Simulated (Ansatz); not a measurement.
Geometry optimisation, Ansatz 0.2.0, RKS r2SCAN-D4/def2-SVP.

input.yaml

```yaml
crystal:
  periodic: [false, false, false]
  atoms:
    - { symbol: Al, position_ang: [0.322253, -0.056816, -0.006745] }
    - { symbol: "N", position_ang: [0.909728, -0.075977, 1.738234] }
    - { symbol: H, position_ang: [0.511163, -0.194568, 2.667405] }
    - { symbol: H, position_ang: [1.907846, 0.107176, 1.796176] }
    - { symbol: H, position_ang: [1.790499, 0.244151, -0.383628] }
    - { symbol: O, position_ang: [-1.140767, -0.3147, -0.81338] }
    - { symbol: H, position_ang: [-2.007322, -0.555966, -0.483163] }
basis:
  gaussian: { orbitals: def2-SVP }
hamiltonian:
  xc: r2scan
  dispersion: d4
relax:
  f_tol: 0.03
  max_steps: 50
```

Command:

```bash
$ ansatz run input.yaml --threads 1 --pin off --max-ram 2048MiB --backend cpu --events-out ev --progress --plain --runs-dir out
```

Problem. Where does it end, and by what steps?

Solution. The run converged. After 7 steps the energy has fallen by 0.639 eV; H5 moved furthest, 0.63 Å.

| step | energy less start (eV) | largest force component (eV/Å) | accepted |
| --- | --- | --- | --- |
| 0 | 0.0000 | 2.133 | yes |
| 1 | -0.3658 | 1.167 | yes |
| 2 | -0.5403 | 0.419 | yes |
| 3 | -0.5384 | 0.804 | no |
| 4 | -0.6035 | 0.151 | yes |
| 5 | -0.6326 | 0.075 | yes |
| 6 | -0.6389 | 0.069 | yes |
| 7 | -0.6392 | 0.027 | yes |

```xyz
7
Properties=species:S:1:pos:R:3
Al 0.547 -0.034 0.003
N 0.869 -0.081 1.747
H 0.208 -0.267 2.494
H 1.788 0.083 2.147
H 1.712 0.274 -1.011
O -1.000 -0.310 -0.651
H -1.830 -0.511 -0.213
```

Whether the end is a true minimum wasn't checked by a vibrational analysis.

Time of the run: 12 s on 1 thread of Intel(R) Xeon(R) 6975P-C (Granite Rapids) (shared host), peak memory 0.15 GiB.
